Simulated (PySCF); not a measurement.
## [SO2]2+: one-bond stretch

Method: PySCF, r2SCAN, basis S def2-TZVP, O def2-TZVP (no relativity, density fitting).

Rigid scan from the singlet minimum (S–O 1.408 Å (×2); O–S–O 180.0°). Coordinate: the bond from S to the last atom (O) scaled, the rest fixed. Energies in kJ/mol from the minimum.

(1) Predict the curve at 0.92, 0.96, 1.00, 1.05, 1.12, 1.20, 1.35, 1.55, 1.80, 2.20.

Results:

(1) 
```
scale of one bond  E (kJ/mol)  dipole size (D, about the centre of mass)
             0.92        58.2                                       0.03
             0.96        12.7                                       0.02
             1.00         0.0                                       0.00
             1.05        14.7                                       0.02
             1.12        67.9                                       0.07
             1.20       147.2                                       0.14
             1.35       288.6                                       0.32
             1.55       405.2                                          –
             1.80       424.7                                          –
             2.20       444.1                                          –
```

At long bonds a restricted determinant can lie too high, and another spin state can fall below this curve.

The scan took 81 s on 2 threads of a shared Arm Neoverse V2 host; the process peaked at 0.81 GiB. Launch command: `OMP_NUM_THREADS=2 python axn.py task.json out`.
